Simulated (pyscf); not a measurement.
Thermochemistry of product channels of H₂N–GaH₂ + HF on the singlet surface, in kcal/mol, from ωB97M-D3(BJ)/def2-TZVP energies (ideal gas, 1 atm, RRHO with modes under 100 cm⁻¹ raised to 100, one conformer, R ln 2 for chiral ones without a mode under 150 cm⁻¹). Optimised with ωB97X-D3(BJ)/def2-SVP in PySCF.

```json
[
 {"products": "H₂N–GaH–F + H₂", "ΔE": "-18.5", "ΔH(298 K)": "-20.4", "ΔG(298 K)": "-19.7", "ΔG(1200 K)": "-19.0"},
 {"products": "NH₃ + F–GaH₂", "ΔE": "?", "ΔH(298 K)": "-12.1", "ΔG(298 K)": "-12.8", "ΔG(1200 K)": "-12.8"}
]
```

**Question.** Fill in the missing entries.

**Answer.** 
- NH₃ + F–GaH₂, ΔE: -12.9

These are energies of the channels, which say nothing of barriers. Elements up to Kr have no core potential and no relativistic terms here.
